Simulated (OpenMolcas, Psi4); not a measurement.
## [CF3]+: a line through the functionals

The species is [CF3]+ (4 atoms), meant as a singlet with charge +1. SMILES: `F[C+](F)F`. Geometry: relaxed at PBE0-D4/def2-TZVP.

The HOMO–LUMO gap y, in eV, basis def2-SVPD; a is the functional's share of exact exchange. Programs: OpenMolcas 26.06, Psi4 1.11.

| functional | program | a | y (eV) |
| --- | --- | --- | --- |
| r2SCAN | OpenMolcas | 0 | 8.71 |
| TPSS | OpenMolcas | 0 | 8.05 |
| TPSSh | Psi4 | 0.1 | 9.44 |
| B3LYP | OpenMolcas | 0.2 | ? |
| PBE0 | OpenMolcas | 0.25 | 11.32 |
| BHLYP | OpenMolcas | 0.5 | 14.95 |

Problem. Fit y = c + s·a to the known rows and predict B3LYP.

Solution. 
1. Means of the 5 rows: a = 0.1700, y = 10.494.
2. Σ(Δa)² = 0.178, Σ(Δa·Δy) = 2.3291, so the slope is 2.3291/0.178 = 13.085.
3. Intercept: 10.494 − (13.085) × 0.1700 = 8.270. The largest residual of the fit is 0.44.
4. B3LYP: 8.270 + (13.085) × 0.2 = 10.89 eV.

The run gave 10.59 eV, so the prediction is off by +0.30 eV, within the largest residual. Exact exchange lowers occupied levels and raises empty ones. The rows mix families of semi-local functionals, which the line can't see.
